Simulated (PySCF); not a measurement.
How the method moves the gas-phase deprotonation enthalpies of acetonitrile

Structure: `CC#N` (C2H3N). Atom numbers as in the mapped SMILES `[CH3:1][C:2]#[N:3]`.

All levels share the PBE0-D3(BJ)/ma-def2-SVP structures and the PBE0-D3(BJ)/ma-def2-SVP thermal terms; only the single-point energies (PySCF) change. Values are gas-phase deprotonation enthalpies (298 K, kJ/mol).

```tsv
level	C1	time
LDA/ma-def2-TZVP	1505	6 s
PBE-D3(BJ)/ma-def2-TZVP	1542	7.3 s
BLYP-D3(BJ)/ma-def2-TZVP	1544	6.9 s
BP86-D3(BJ)/ma-def2-TZVP	1544	6.9 s
PBE0-D3(BJ)/ma-def2-SVP	1553	1.5 s
M06-2X/ma-def2-TZVP (grid 3)	1554	7.6 s
CAM-B3LYP-D3(BJ)/ma-def2-TZVP	1554	3.6 s
PBE0-D3(BJ)/aug-cc-pVDZ	1555	2.2 s
B3LYP-D3(BJ)/ma-def2-TZVP	1556	3.1 s
HSE06/ma-def2-TZVP	1557	7.4 s
PBE0-D3(BJ)/aug-pcseg-1	1558	2.1 s
PBE0-D3(BJ)/6-311+G**	1559	1.9 s
PBE0-D3(BJ)/ma-def2-TZVP	1559	–
PBE0-D3(BJ)/jun-cc-pV(T+d)Z	1559	4.1 s
PBE0-D3(BJ)/6-311++G(2d,2p)	1560	2.3 s
TPSS-D3(BJ)/ma-def2-TZVP (grid 3)	1563	12 s
PBE0-D3(BJ)/def2-TZVPD	1564	3.6 s
PBE0-D3(BJ)/def2-QZVP	1564	9.7 s
PBE0-D3(BJ)/pcseg-2	1565	3.3 s
OPBE/ma-def2-TZVP	1567	7 s
PBE0-D3(BJ)/def2-SVPD	1569	1.8 s
B97-2/ma-def2-TZVP	1569	2.8 s
PBE0-D3(BJ)/def2-TZVP	1571	2.8 s
PBE0-D3(BJ)/def2-TZVPP	1571	3.5 s
ωB97X-D3(BJ)/ma-def2-TZVP	1573	3.5 s
LC-ωPBE/ma-def2-TZVP	1574	7.4 s
M06-L/ma-def2-TZVP (grid 3)	1574	12 s
PBE0-D3(BJ)/pcseg-1	1578	1.3 s
PBE0-D3(BJ)/cc-pVTZ	1581	3.1 s
HF/ma-def2-TZVP	1594	1 s
PBE0-D3(BJ)/def2-SVP	1602	1.3 s
PBE0-D3(BJ)/cc-pVDZ	1607	1.3 s
PBE0-D3(BJ)/6-31G	1620	0.93 s
PBE0-D3(BJ)/6-31G*	1624	1.2 s
```

Times are wall times for all single points of a level on 1 thread of Arm Neoverse V1, a shared host; the dash marks the run that also made the structures. BLYP, BP86, HSE06, LC-ωPBE, LDA, M06-L, OPBE, PBE, TPSS ran on a slower path of this set-up, which computes the density-fitting integrals anew in every SCF cycle while the other levels store them. So the times needn't show the usual order of cost, and those levels read slower than they are.

Hartree-Fock leaves out electron correlation, so its deprotonation energies can be off by tens of kJ/mol.

The spread: 120 kJ/mol, from 1505 to 1624.

Bases without diffuse functions serve anions poorly.

Differences come from unrounded values, so a last digit can differ from that of the printed terms.
